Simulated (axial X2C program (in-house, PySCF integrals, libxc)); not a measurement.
## Outer orbitals of AlC⁻ at 1.893 Å, PBE0

Calculated with an in-house relativistic program for diatomic molecules. Spin-free means the one-electron spin-free X2C Hamiltonian; two-component (2c) means X2C with spin–orbit coupling and atomic mean-field two-electron Coulomb and Gaunt terms, so the difference of the two also holds small scalar two-electron terms. Basis: Al dyall-av3z [9s9p3d2f], C dyall-av3z [8s7p3d2f] (cores contracted in-house); Gaussian nuclei, density fitting, unrestricted open shells. Masses: Al 26.982 u, C 12.000 u.

The distance is close to the 2c PBE0 minimum; the highest filled and lowest empty levels are listed.

Spin-free orbitals, state M_S = 1, Λ = 1 (beyond evenly filled blocks: σα, π+α, π+β, π-α) (Löwdin shares):

```tsv
symmetry	occupied	ε (eV)	atomic character
σα	yes	-10.89	64% C s, 12% Al p, 11% Al s
σβ	yes	-8.16	59% C s, 17% Al s, 11% Al p
σα	yes	-3.47	56% C p, 29% Al s, 7% C s
σβ	yes	-1.97	44% Al s, 22% C p, 18% Al p
π-α	yes	-0.99	73% C p, 18% Al p, 5% Al d
π+α	yes	-0.99	73% C p, 18% Al p, 5% Al d
σα	yes	-0.75	32% Al p, 30% C p, 28% Al s
π+β	yes	0.61	49% C p, 45% Al p, 3% C d
π-β	no	2.13	69% Al p, 28% C p, 2% C d
σβ	no	2.41	50% Al s, 27% Al p, 19% C p
π+β	no	2.50	94% Al p, 4% C p
σα	no	2.55	89% Al p, 9% Al s
```

The highest filled level is positive, so this functional does not bind it, and the empty levels of an anion are set by the basis.

Spinors with spin–orbit coupling (state Ω = 2):

| ω | occupied | ε (eV) | atomic character | λ mixture |
| --- | --- | --- | --- | --- |
| 1/2 | yes | -10.89 | 64% C s, 12% Al p, 11% Al s | 100% σ |
| -1/2 | yes | -8.16 | 59% C s, 17% Al s, 11% Al p | 100% σ |
| 1/2 | yes | -3.47 | 56% C p, 29% Al s, 7% C s | 100% σ |
| -1/2 | yes | -1.97 | 44% Al s, 22% C p, 18% Al p | 100% σ |
| -1/2 | yes | -0.99 | 73% C p, 18% Al p, 5% Al d | 100% π |
| 3/2 | yes | -0.98 | 73% C p, 18% Al p, 5% Al d | 100% π |
| 1/2 | yes | -0.74 | 32% Al p, 30% C p, 28% Al s | 100% σ |
| 1/2 | yes | 0.61 | 49% C p, 45% Al p, 3% C d | 100% π |
| -3/2 | no | 2.13 | 69% Al p, 28% C p, 2% C d | 100% π |
| -1/2 | no | 2.42 | 48% Al s, 30% Al p, 19% C p | 100% σ |
| 1/2 | no | 2.51 | 94% Al p, 4% C p | 100% π |
| 1/2 | no | 2.55 | 90% Al p, 8% Al s | 100% σ |

The highest filled level is positive, so this functional does not bind it, and the empty levels of an anion are set by the basis.

Mulliken charges and populations of the two-component result (they depend on the basis, above all on diffuse functions):

Al -0.65 e (s 5.83 p 7.66 d 0.15 f 0.02), C -0.35 e (s 3.52 p 2.80 d 0.02). ⟨Lz⟩ = 1.00 ħ and ⟨Sz⟩ = 1.00 ħ (0.02 and 0.98 on the two atoms), which add up to Ω.

The state is a single determinant with fixed occupations, the lowest that a limited PBE0 search found. Density functionals use the spin component along the axis (collinear). Other states lie close and PBE0, whose exact exchange favours high spin, may order them wrongly; the determinant shown need not be the ground state. The nearest other spin-free determinant of the search, M_S = 1, Λ = 0, lies 0.07 eV up at the distance of the search. Without a current term, density functionals place determinants with orbital angular momentum somewhat too high. With several unpaired electrons one determinant need not be a pure state. A state of lower Ω lies just above, and one determinant can place such states too high, so the state shown need not be the lowest. The search has Ω = 1 only 0.07 eV up. Open-shell Ω = 0 determinants with evenly filled partner blocks cannot be reached by this program, so the Ω shown need not be the lowest component. The highest occupied level of some functionals is positive through self-interaction error; at Hartree–Fock it is bound. The determinant is spin-polarised beyond a pure state at some levels (its spin-free form has ⟨S²⟩ too high), which makes Re and μ there less reliable.
